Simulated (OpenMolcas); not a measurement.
## How basis sets differ on AlSiH4Cl (SMILES [SiH3][AlH][Cl])

AlSiH4Cl: 7 atoms, total charge 0, spin state singlet. SMILES: `[SiH3][AlH][Cl]`. The coordinates come from a PBE0-D4/def2-TZVP relaxation.

| atom | x (Å) | y (Å) | z (Å) |
| --- | --- | --- | --- |
| Si | -0.8612 | 0.5825 | -0.3112 |
| Al | 1.0948 | -0.6124 | 0.5431 |
| Cl | 1.7834 | -2.2231 | -0.6229 |
| H | -2.0127 | -0.3518 | -0.4553 |
| H | -0.5676 | 1.1547 | -1.6551 |
| H | -1.2766 | 1.6961 | 0.5863 |
| H | 1.9011 | -0.3140 | 1.8695 |

Each level gives the HOMO–LUMO gap (eV). The values are calculated.

```json
{"level": "HF/ANO-RCC-MB (DKH2)", "kind": "Hartree–Fock", "program": "OpenMolcas", "value (eV)": "11.26", "CPU time": "3.9 s"}
{"level": "HF/ANO-S-MB", "kind": "Hartree–Fock", "program": "OpenMolcas", "value (eV)": "10.88", "CPU time": "1.6 s"}
{"level": "HF/STO-3G", "kind": "Hartree–Fock", "program": "OpenMolcas", "value (eV)": "15.33", "CPU time": "3.2 s"}
{"level": "HF/3-21G", "kind": "Hartree–Fock", "program": "OpenMolcas", "value (eV)": "11.05", "CPU time": "4 s"}
{"level": "HF/aug-cc-pVDZ", "kind": "Hartree–Fock", "program": "OpenMolcas", "value (eV)": "10.82", "CPU time": "26 s"}
```

The values span 10.82 to 15.33 eV. A Hartree–Fock LUMO above zero doesn't converge with the basis: it sinks as sets grow more diffuse. Orbital gaps aren't excitation energies. Times are those of the runs behind each value, whatever else they computed, on shared processors of several kinds: orders of magnitude only.
